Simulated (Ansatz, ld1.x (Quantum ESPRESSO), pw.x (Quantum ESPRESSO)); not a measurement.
**magnesium (Mg): does the TM potential hold in the solid?**

magnesium, norm-conserving Troullier–Martins (Kleinman–Bylander form), made with ld1.x (Quantum ESPRESSO) 7.5 (LDA (PW92), scalar-relativistic). Core [Ne], reference 3s1.75 3p0.25. Waves: 3s (bound): rc 2.80 bohr; 3p (bound): rc 2.85 bohr; 3d channel at 0.2 Ry: rc 2.45 bohr. Local part: all-electron potential smoothed inside 2.35 bohr (lloc = -1). Core correction: a·sin(br)/r model core, default radius (core density twice the valence density).

Atomic tests: cutoffs needed: 6 Ry and 12 Ry (the cutoffs (Ry, on a coarse ladder) from which the occupation-weighted sum of valence levels, in a spherical-Bessel basis at the reference potential, stays within 10 and 1 mRy of its value at 400 Ry); ghost test: no extra level below or beside the all-electron valence levels (s, p, d, f tested) (spherical-Bessel basis up to 400 Ry, 20 bohr box); largest excitation error: -27 meV (all-electron minus pseudo) for 3s0 3p1, out of 6 test configurations.

Crystal test: bcc Mg in pw.x 7.5, no spin, 13³ k-points, Fermi–Dirac smearing 0.01 Ry, cutoffs 50/200 Ry. The reference is all-electron LAPW (Ansatz 0.2.0) with the same functional, mesh and smearing; V0 and B0 come from Birch–Murnaghan fits to the pressures at five volumes. Errors are pseudo minus all-electron; Δ is the rms difference of the E(V) curves that follow from these fits, minima aligned, over ±6 % about the mean V0. Mesh and smearing are coarse, so the numbers serve the comparison and aren't converged zero-temperature values; the lattice is a test structure that the element need not adopt.

All-electron: a0 = 3.513 Å (V0 = 21.67 Å³/atom), B0 = 38.2 GPa.

Q: How far does the potential miss the all-electron equation of state?

A: mean pressure error (GPa): -0.55; a0 (Å): 3.496; a0 error (%): -0.48; B0 error (%): +1.1; Δ (meV/atom): 2.6.

| V (Å³/atom) | P all-electron (GPa) | P pseudo (GPa) |
| --- | --- | --- |
| 20.498 | 2.38 | 1.74 |
| 21.038 | 1.20 | 0.61 |
| 21.577 | 0.17 | -0.38 |
| 22.116 | -0.75 | -1.25 |
| 22.656 | -1.55 | -2.02 |

Q: At the middle volume, how do free energy and pressure move when the wave cutoff is lowered (ecutrho kept at four times it)?

A:

| cutoff (Ry) | shift of F (meV/atom) | shift of P (GPa) |
| --- | --- | --- |
| 22 | +0.7 | -0.00 |
| 30 | +0.2 | -0.01 |
| 40 | +0.0 | +0.00 |

The run at the middle volume (84 k-points, 6 iterations) took about 3.5 s on one core of a shared host (AMD EPYC 9R14, 96 threads, 370 GiB, load 29).
